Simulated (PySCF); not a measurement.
# H2O2 (hydrogen peroxide): levels of theory compared

Aim: a comparison of 6 runs (B2PLYP/STO-3G, M06-2X/STO-3G, PBE/STO-3G, UPBE0/STO-3G, r2SCAN/STO-3G, NEVPT2(2,2)/STO-3G) of H2O2 (hydrogen peroxide). The job is set up through a Python script.

The calculation is run with PySCF 2.14.0.

1 further run of the same task is left out (set aside as unsound or not needed).

## 1. The system as given

H2O2: 4 atoms, total charge 0, spin state singlet. As SMILES, `OO`. The O1–H3 distance was set to 1.448 Å, away from the relaxed value. At this shape a bond of the SMILES string is far longer than usual.

Bond lengths: O1–O2 1.426 Å, O2–H4 0.965 Å. Angles: O1–O2–H4 101.1°. A long bond or contact: O1–H3 1.448 Å.

## 2. A single-point energy at B2PLYP/STO-3G (run 1)

Contents of calc.py:

```python
from pyscf import gto, dft, mp

mol = gto.M(
    atom=[
    ('O', (-0.823424, -0.313131, -0.187815)),
    ('O', (-0.288324, 0.996369, -0.011515)),
    ('H', (0.186400, -1.117000, 0.467400)),
    ('H', (-0.084524, 1.237769, -0.923315)),
],
    basis='sto-3g',
    max_memory=1860,
    spin=0,
    verbose=3,
    charge=0,
)

mf = dft.RKS(mol, xc='0.53*HF + 0.47*B88, 0.73*LYP')
mf.conv_tol = 1e-10
mf.grids.level = 5
mf.kernel()
if not mf.converged:
    mf = mf.newton().run(mf.mo_coeff, mf.mo_occ)

pt = mp.MP2(mf, frozen=2).run()
e_final = mf.e_tot + 0.27 * pt.e_corr
print('PT2 part  %.8f' % (0.27 * pt.e_corr))
print('E(%s) = %.9f' % ('B2PLYP', e_final))
```

Launch:

```sh
$ OMP_NUM_THREADS=1 python calc.py
```

Output:

```text
converged SCF energy = -149.141414657566
E(RMP2) = -149.290811605549  E_corr = -0.149396947983081
E(SCS-RMP2) = -149.309012890404  E_corr = -0.167598232838092
PT2 part  -0.04033718
E(B2PLYP) = -149.181751834
```

Run time: 1.6 s. Hardware: 1 thread of Arm Neoverse V2, shared host; peak memory 0.17 GiB.

## 3. A single-point energy at M06-2X/STO-3G (run 2)

Contents of run.py:

```python
from pyscf import gto, dft

molecule = gto.M(
    atom=[
    ('O', (-0.823424, -0.313131, -0.187815)),
    ('O', (-0.288324, 0.996369, -0.011515)),
    ('H', (0.186400, -1.117000, 0.467400)),
    ('H', (-0.084524, 1.237769, -0.923315)),
],
    max_memory=1860,
    basis='sto-3g',
    verbose=3,
)

mf = dft.RKS(molecule)
mf.xc = 'm06-2x'
mf.conv_tol = 1e-10
mf.grids.level = 5
mf.kernel()
if not mf.converged:
    mf = mf.newton().run(mf.mo_coeff, mf.mo_occ)

etot = mf.e_tot
print('E = %.10f Eh' % etot)
```

Launch:

```sh
$ OMP_NUM_THREADS=1 python run.py
```

Output:

```text
converged SCF energy = -149.371244360666
E = -149.3712443607 Eh
```

Run time: 2.2 s. Hardware: 1 thread of Arm Neoverse V2, shared host; peak memory 0.17 GiB.

Runs 3 to 4 aren't shown in full; the table further down has their settings and results.

## 4. A single-point energy at r2SCAN/STO-3G (run 5)

Contents of run.py:

```python
from pyscf import gto, dft

mol = gto.M(
    atom='''
O       -0.823424      -0.313131      -0.187815
O       -0.288324       0.996369      -0.011515
H        0.186400      -1.117000       0.467400
H       -0.084524       1.237769      -0.923315
''',
    spin=0,
    max_memory=1860,
    charge=0,
    verbose=3,
    basis='sto-3g',
)

mf = dft.RKS(mol, xc='r2scan')
mf.grids.level = 5
mf.conv_tol = 1e-10
mf.kernel()
if not mf.converged:
    mf = mf.newton().run(mf.mo_coeff, mf.mo_occ)

e_final = mf.e_tot
print('E(%s) = %.9f' % ('R2SCAN', e_final))
```

Launch:

```sh
$ OMP_NUM_THREADS=1 python run.py
```

Output:

```text
converged SCF energy = -149.337836283114
E(R2SCAN) = -149.337836283
```

Run time: 2.3 s. Hardware: 1 thread of Arm Neoverse V2, shared host; peak memory 0.17 GiB.

## 5. The energy at NEVPT2(2,2)/STO-3G (run 6)

Contents of input.py:

```python
import numpy
from pyscf import gto, scf, mp, mcscf, mrpt

molecule = gto.Mole()
molecule.atom = '''
O   -0.823424  -0.313131  -0.187815
O   -0.288324   0.996369  -0.011515
H    0.186400  -1.117000   0.467400
H   -0.084524   1.237769  -0.923315
'''
molecule.max_memory = 1860
molecule.basis = 'sto-3g'
molecule.verbose = 3
molecule.build()

hf = scf.RHF(molecule)
hf.conv_tol = 1e-10
hf.kernel()
if not hf.converged:
    hf = hf.newton().run(hf.mo_coeff, hf.mo_occ)

pt = mp.MP2(scf.addons.convert_to_uhf(hf)).run()
noons, natorbs = mcscf.addons.make_natural_orbitals(pt)
print('natural occupations', numpy.round(noons[:40], 4))
cas = mcscf.CASSCF(hf, 2, 2)
cas.fix_spin_(ss=0.0)
cas.natorb = True
cas.kernel(natorbs)
e_pt2 = mrpt.NEVPT(cas).kernel()
energy = cas.e_tot + e_pt2
print('Final energy', energy)
```

Launch:

```sh
$ OMP_NUM_THREADS=1 python input.py
```

Output:

```text
converged SCF energy = -148.657072486028
E(UMP2) = -148.766056836739  E_corr = -0.108984350711249
E(SCS-UMP2) = -148.779827043708  E_corr = -0.122754557680633
natural occupations [2.     2.     1.9986 1.9981 1.9975 1.9964 1.9865 1.9643 1.9404 0.0635
 0.0398 0.0149]
CASSCF energy = -148.727542349854
CASCI E = -148.727542349854  E(CI) = -1.49555845314703  S^2 = 0.0000000
Sr    (-1)',   E = 0.00000000000001
Si    (+1)',   E = -0.00000000000975
Sijrs (0)  ,   E = -0.05342824743260
Sijr  (+1) ,   E = -0.00395759527902
Srsi  (-1) ,   E = -0.00012137625696
Srs   (-2) ,   E = -0.00004512922669
Sij   (+2) ,   E = -0.00077767391793
Sir   (0)' ,   E = -0.00612659289313
Nevpt2 Energy = -0.064456615016061
Final energy -148.79199896487012
```

Run time: 0.75 s. Hardware: 1 thread of Arm Neoverse V2, shared host; peak memory 0.12 GiB.

## 6. The series

```csv
run,level,frozen core orbitals,follow instability,energy (Eh),dipole moment (D) of the reference,HOMO energy (eV),LUMO energy (eV),wall time
1,B2PLYP/STO-3G,2,–,-149.181752,1.35,-6.16,4.36,1.6 s
2,M06-2X/STO-3G,–,–,-149.371244,1.36,-5.93,3.94,2.2 s
3,PBE/STO-3G,–,–,-149.238355,1.32,-1.74,1.45,1.6 s
4,UPBE0/STO-3G,–,yes,-149.245696,1.34,-3.97,2.64,4.2 s
5,r2SCAN/STO-3G,–,–,-149.337836,1.33,-2.34,1.49,2.3 s
6,"NEVPT2(2,2)/STO-3G",–,–,-148.791999,1.39,-9.30,7.58,0.75 s
```

## 7. Results

| quantity | value |
| --- | --- |
| run 6: total energy | -148.79200 Eh |
| run 6: dipole moment (Hartree–Fock density) | 1.39 D |
| run 6: HOMO energy (Hartree–Fock orbitals) | -9.30 eV |
| run 6: LUMO energy (Hartree–Fock orbitals) | 7.58 eV |
| run 6: HOMO–LUMO gap (Hartree–Fock orbitals) | 16.88 eV |

In words: Over runs 1, 2, 3, 4, 5 the dipole moment (its size) runs from 1.32 D (PBE/STO-3G) to 1.36 D (M06-2X/STO-3G). Over runs 1, 2, 3, 4, 5 the HOMO–LUMO gap runs from 3.19 eV (PBE/STO-3G) to 10.53 eV (B2PLYP/STO-3G). A double hybrid's value is that of its SCF part. Totals of different functionals can't be ranked against each other. In runs 1, 2, 3, 4, 5, 6 the basis is minimal, so the values are rough. All runs together took 13 s, the longest 4.2 s.
